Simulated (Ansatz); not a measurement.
System: PbSeO₄ (P2₁/c, No. 14). Method: r²SCAN-D4 (Ansatz, a first-principles code, PAW).

Settings: plane-wave cutoff 500 eV, 8×6×6 k mesh (along the axes of the cell as run), gaussian smearing 0.02 eV, scalar-relativistic PAW data made under PBE.

Cell (relaxed at this level):

Space group P2₁/c (No. 14); a = 6.948 Å, b = 7.401 Å, c = 8.774 Å, α = 90.00°, β = 127.56°, γ = 90.00°

```
atom  site  symmetry       x       y       z
----  ----  --------  ------  ------  ------
Pb      4e         1  0.1842  0.3516  0.2832
Se      4e         1  0.6838  0.3357  0.3040
O       4e         1  0.1908  0.9967  0.2371
O       4e         1  0.1355  0.6579  0.1197
O       4e         1  0.3445  0.8893  0.0267
O       4e         1  0.4028  0.2926  0.1169
```

Q: Predict the band gap.

A: 
- band gap: 4.07 eV (on the SCF k mesh)

Spin–orbit coupling is not included; with these elements it can move the gap by several tenths of an eV or more.

Static lattice: no zero-point or thermal effects.
